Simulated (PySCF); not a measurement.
Bonding in `CC(=O)C1CC1`

C₅H₈O.
Atom-mapped SMILES: `[CH3:1][C:2](=[O:3])[CH:4]1[CH2:5][CH2:6]1` (hydrogens: H7, H8, H9 on C1; H10 on C4; H11, H12 on C5; H13, H14 on C6)

Geometry (GFN2-xTB, Å), atoms numbered from 1 in this order:
```xyz
14
C5H8O angstrom
C      2.149    0.035   -0.326
C      0.807   -0.390    0.222
O      0.689   -1.203    1.108
C     -0.355    0.274   -0.418
C     -1.563    0.560    0.447
C     -1.630   -0.527   -0.560
H      2.193   -0.183   -1.391
H      2.949   -0.490    0.188
H      2.273    1.108   -0.194
H     -0.115    0.983   -1.199
H     -1.484    0.279    1.487
H     -2.101    1.478    0.268
H     -1.597   -1.546   -0.204
H     -2.215   -0.381   -1.455
```

Bond orders from the PBE0/pcSseg-1 density (PySCF). Geometry: GFN2-xTB, one conformer, isolated molecule.

**Question.** Where do the orders between heavy atoms depart from those drawn in the SMILES?

**Answer.** The largest departure is 0.082, at C4–C5 (drawn single, 0.918) and C6–C4 (drawn single, 0.918).

**Question.** Set the Mayer orders of the bonds beside their lengths.

**Answer.** 
```tsv
bond	drawn as	length (Å)	Mayer order
C1–C2	single	1.510	1.016
C2–O3	double	1.208	2.010
C2–C4	single	1.484	0.932
C4–C5	single	1.513	0.918
C5–C6	single	1.483	0.996
C6–C4	single	1.513	0.918
C1–H7	single	1.088	0.945
C1–H8	single	1.086	0.956
C1–H9	single	1.088	0.945
C4–H10	single	1.082	0.962
C5–H11	single	1.080	0.948
C5–H12	single	1.079	0.956
C6–H13	single	1.080	0.948
C6–H14	single	1.079	0.956
```

By pair of heavy elements: C–C: lowest C4–C5 and C6–C4 (0.918, 1.513 Å), highest C1–C2 (1.016, 1.510 Å); in 2 of the 10 pairs the longer bond (by over 0.003 Å) has the higher order (by 0.02 or more). Bonds named together lie within 0.004.

**Question.** Sum the orders of all bonds at each heavy atom with more than one neighbour and set the sums beside the valence in the SMILES.

**Answer.** C1 3.862 (drawn 4), C2 3.958 (drawn 4), C4 3.730 (drawn 4), C5 3.818 (drawn 4), C6 3.818 (drawn 4). Orders between atoms that aren't bonded are not in these sums.

Mayer orders depend on the basis set.

These values come from a run that also computed NMR shieldings. The run took 21 s of wall time on one thread, Arm Neoverse N1, no GPU (shared host).
